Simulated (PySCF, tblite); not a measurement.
C5H11N.
Numbering: `[CH3:1][CH2:2][C@@H:3]1[CH2:4][CH2:5][NH:6]1` (hydrogens: H7, H8, H9 on C1; H10, H11 on C2; H12 on C3; H13, H14 on C4; H15, H16 on C5; H17 on N6)

Computed with GFN2-xTB (tblite), gas phase: nudged elastic band of 9 images (0 to 8), spring 0.2 eV/Å², climbing image at the end, force threshold 0.05 eV/Å. No saddle search or frequency run followed, so the top image need not be a first-order saddle, and its height can exceed the method's true barrier by a kcal/mol or more.

Path: rotation about C2–C3 (chain CH2 carbon, sp3 carbon bound to nitrogen), followed by the dihedral C1–C2–C3–N6.

Image 0 (start, dihedral -175°):
```
atom  x, y, z in Å
C1      2.272    0.129    0.087
C2      1.078   -0.772    0.377
C3     -0.209   -0.215   -0.217
C4     -0.834    1.018    0.459
C5     -2.148    0.228    0.473
N6     -1.403   -0.989    0.144
H7      2.116    1.119    0.509
H8      3.178   -0.291    0.516
H9      2.419    0.234   -0.986
H10     0.943   -0.884    1.454
H11     1.251   -1.766   -0.040
H12    -0.081   -0.069   -1.300
H13    -0.831    1.941   -0.115
H14    -0.436    1.201    1.454
H15    -2.858    0.558   -0.294
H16    -2.667    0.155    1.431
H17    -1.797   -1.583   -0.575
```

Image 8 (end, +0.031 eV, dihedral -49°):
```
atom  x, y, z in Å
C1      1.837   -0.051    0.924
C2      1.207   -0.726   -0.288
C3     -0.288   -0.451   -0.421
C4     -0.785    1.006   -0.446
C5     -1.792    0.583    0.629
N6     -1.051   -0.665    0.815
H7      1.233   -0.254    1.804
H8      2.842   -0.432    1.086
H9      1.903    1.025    0.786
H10     1.340   -1.807   -0.199
H11     1.703   -0.400   -1.205
H12    -0.674   -1.020   -1.282
H13    -1.202    1.350   -1.388
H14    -0.049    1.718   -0.089
H15    -2.811    0.464    0.242
H16    -1.825    1.190    1.537
H17    -1.595   -1.517    0.874
```

**Question.** What do the inner images look like?

**Answer.** 
Image 1: +0.022 eV, dihedral -158°
```
atom  x, y, z in Å
C1      2.216    0.183    0.203
C2      1.082   -0.832    0.284
C3     -0.226   -0.280   -0.272
C4     -0.776    1.021    0.340
C5     -2.103    0.274    0.510
N6     -1.413   -0.986    0.230
H7      1.978    1.069    0.786
H8      3.135   -0.247    0.595
H9      2.388    0.488   -0.826
H10     0.913   -1.122    1.322
H11     1.351   -1.731   -0.274
H12    -0.170   -0.220   -1.368
H13    -0.789    1.889   -0.313
H14    -0.311    1.276    1.288
H15    -2.859    0.563   -0.229
H16    -2.551    0.295    1.506
H17    -1.872   -1.628   -0.406
```

Image 2: +0.080 eV, dihedral -143°
```
atom  x, y, z in Å
C1      2.176    0.204    0.322
C2      1.095   -0.864    0.194
C3     -0.243   -0.321   -0.310
C4     -0.752    1.033    0.218
C5     -2.067    0.316    0.536
N6     -1.401   -0.969    0.323
H7      1.901    0.945    1.067
H8      3.113   -0.252    0.633
H9      2.333    0.712   -0.626
H10     0.922   -1.328    1.166
H11     1.440   -1.643   -0.490
H12    -0.267   -0.348   -1.409
H13    -0.802    1.836   -0.513
H14    -0.236    1.375    1.108
H15    -2.871    0.547   -0.172
H16    -2.446    0.428    1.554
H17    -1.902   -1.658   -0.225
```

Image 3: +0.133 eV, dihedral -128°
```
atom  x, y, z in Å
C1      2.133    0.203    0.442
C2      1.113   -0.879    0.106
C3     -0.258   -0.351   -0.342
C4     -0.741    1.045    0.096
C5     -2.029    0.358    0.561
N6     -1.372   -0.941    0.414
H7      1.823    0.775    1.311
H8      3.092   -0.257    0.670
H9      2.265    0.884   -0.396
H10     0.951   -1.505    0.985
H11     1.521   -1.513   -0.684
H12    -0.361   -0.467   -1.431
H13    -0.847    1.774   -0.704
H14    -0.174    1.474    0.913
H15    -2.880    0.529   -0.108
H16    -2.341    0.554    1.589
H17    -1.903   -1.671   -0.046
```

Image 4 (top): +0.152 eV, dihedral -112°
```
atom  x, y, z in Å
C1      2.076    0.186    0.558
C2      1.132   -0.879    0.013
C3     -0.270   -0.379   -0.371
C4     -0.734    1.050   -0.023
C5     -1.982    0.402    0.585
N6     -1.327   -0.903    0.505
H7      1.707    0.594    1.494
H8      3.053   -0.256    0.747
H9      2.199    0.995   -0.159
H10     0.999   -1.655    0.769
H11     1.597   -1.341   -0.860
H12    -0.451   -0.587   -1.435
H13    -0.901    1.706   -0.874
H14    -0.118    1.551    0.714
H15    -2.878    0.514   -0.036
H16    -2.226    0.681    1.613
H17    -1.882   -1.667    0.137
```

Image 5: +0.133 eV, dihedral -96°
```
atom  x, y, z in Å
C1      2.011    0.149    0.667
C2      1.152   -0.860   -0.083
C3     -0.280   -0.401   -0.395
C4     -0.735    1.049   -0.138
C5     -1.930    0.446    0.608
N6     -1.263   -0.856    0.597
H7      1.556    0.414    1.617
H8      2.991   -0.281    0.866
H9      2.152    1.050    0.073
H10     1.065   -1.768    0.519
H11     1.657   -1.123   -1.015
H12    -0.534   -0.706   -1.421
H13    -0.967    1.633   -1.026
H14    -0.076    1.612    0.513
H15    -2.867    0.497    0.041
H16    -2.108    0.810    1.623
H17    -1.831   -1.653    0.331
```

Image 6: +0.092 eV, dihedral -80°
```
atom  x, y, z in Å
C1      1.946    0.096    0.765
C2      1.171   -0.826   -0.166
C3     -0.285   -0.419   -0.413
C4     -0.746    1.042   -0.248
C5     -1.878    0.490    0.625
N6     -1.191   -0.801    0.678
H7      1.418    0.216    1.706
H8      2.928   -0.327    0.968
H9      2.091    1.073    0.308
H10     1.145   -1.829    0.268
H11     1.693   -0.888   -1.123
H12    -0.595   -0.818   -1.391
H13    -1.045    1.548   -1.163
H14    -0.053    1.661    0.309
H15    -2.850    0.481    0.119
H16    -1.996    0.937    1.615
H17    -1.760   -1.623    0.518
```

Image 7: +0.053 eV, dihedral -64°
```
atom  x, y, z in Å
C1      1.886    0.027    0.855
C2      1.189   -0.783   -0.230
C3     -0.287   -0.437   -0.423
C4     -0.762    1.027   -0.357
C5     -1.828    0.539    0.631
N6     -1.122   -0.738    0.747
H7      1.327   -0.041    1.784
H8      2.891   -0.356    1.017
H9      1.971    1.072    0.567
H10     1.235   -1.843    0.035
H11     1.710   -0.651   -1.181
H12    -0.636   -0.924   -1.346
H13    -1.128    1.447   -1.290
H14    -0.045    1.701    0.097
H15    -2.831    0.480    0.194
H16    -1.888    1.066    1.586
H17    -1.688   -1.576    0.690
```

The largest changes of bonds and angles from start to top: C2–C3 1.523 → 1.537 Å, C4–H14 1.087 → 1.083 Å, C3–C4 1.539 → 1.542 Å, C2–C3–C4 117.7 → 121.3°, C1–C2–C3 111.8 → 115.3°, C4–C3–H12 111.9 → 110.2°. GFN2-xTB torsional profiles can miss by a kcal/mol or more and can put conformers in the wrong order.

**Question.** What do single points at PBE0/pcSseg-1 (PySCF, no dispersion term) give on some images?

**Answer.** 
```csv
image,GFN2-xTB E (eV),DFT E (eV),HOMO (eV),LUMO (eV),dipole (D)
0,0.000,0.000,-6.28,1.41,1.21
2,0.080,0.119,-6.26,1.35,1.21
4,0.152,0.209,-6.27,1.33,1.21
6,0.092,0.092,-6.30,1.36,1.24
8,0.031,0.018,-6.32,1.37,1.30
```

Energies count from image 0 at each level. At the GFN2-xTB top the DFT energy is 4.8 kcal/mol against 3.5; the geometries weren't optimised at the DFT level.

What follows is the cost of the whole band run. The run took 3.8 s on one thread, Arm Neoverse N1 (aarch64), no GPU, shared host with 64 logical CPUs at a one-minute load of 58, and the process peaked at 0.18 GiB of memory.
